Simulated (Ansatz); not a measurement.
# H6Si2: the cost of one run

Computed with Ansatz 0.2.0 (the levels named in each step, unless a step's input says otherwise).

## (1) The structure to begin with

Bond lengths: Si1–Si2 2.306 Å, Si1–H3 1.466 Å, Si1–H4 1.463 Å, Si1–H5 1.466 Å, Si2–H6 1.466 Å, Si2–H7 1.466 Å, Si2–H8 1.466 Å. Angles: Si1–Si2–H6 112.5°, Si1–Si2–H7 112.5°, Si1–Si2–H8 112.5°, H6–Si2–H7 106.3°, H6–Si2–H8 106.3°, H7–Si2–H8 106.3°, Si2–Si1–H3 112.5°, Si2–Si1–H4 112.7°, Si2–Si1–H5 112.5°, H3–Si1–H4 106.0°, H3–Si1–H5 106.3°, H4–Si1–H5 106.4°.

As a file:

```xyz
8

Si   -1.1466    0.1174   -0.0192
Si    1.1466   -0.1174    0.0192
H    -1.7864   -0.7864   -0.9806
H    -1.5692    1.4683   -0.3911
H    -1.7607   -0.1639    1.2823
H     1.5648   -1.4771    0.3752
H     1.7853    0.7774    0.9897
H     1.7619    0.1762   -1.2790
```

## (2) A rough first relaxation, PBE-D4/def2-SVP

This run stands in another session on the same molecule. It ended at:

```xyz
8

Si   -1.1709    0.1187   -0.0203
Si    1.1698   -0.1198    0.0195
H    -1.7739   -0.8305   -1.0211
H    -1.5453    1.5255   -0.4035
H    -1.7481   -0.1813    1.3373
H     1.5435   -1.5300    0.3909
H     1.7724    0.8205    1.0289
H     1.7482    0.1914   -1.3350
```

## (3) Relaxation, r2SCAN-D4/def2-TZVPP

input.yaml reads:

```yaml
crystal:
  periodic: [false, false, false]
  atoms:
    - { symbol: Si, position_ang: [-1.17085855, 0.11868745, -0.02030891] }
    - { symbol: Si, position_ang: [1.16979119, -0.1197989, 0.01949445] }
    - { symbol: H, position_ang: [-1.77391879, -0.83048193, -1.02111665] }
    - { symbol: H, position_ang: [-1.54531707, 1.52547584, -0.40349535] }
    - { symbol: H, position_ang: [-1.74809102, -0.18126921, 1.3372811] }
    - { symbol: H, position_ang: [1.5435216, -1.52997635, 0.39093335] }
    - { symbol: H, position_ang: [1.77239849, 0.82054934, 1.02885661] }
    - { symbol: H, position_ang: [1.74821415, 0.19143376, -1.33504458] }
basis:
  gaussian: { orbitals: def2-TZVPP }
hamiltonian:
  xc: r2scan
  dispersion: d4
relax:
  f_tol: 0.002
  max_steps: 150
```

The run is started by

```bash
ansatz run input.yaml --threads 4 --pin off --max-ram 10240MiB --backend cpu --events-out ev --progress --plain --runs-dir out
```

**Question.** How long does this run take on 4 threads of Arm Neoverse N1, shared host, and how much memory does it need?

About 12 s, with a peak of 0.2 GiB.
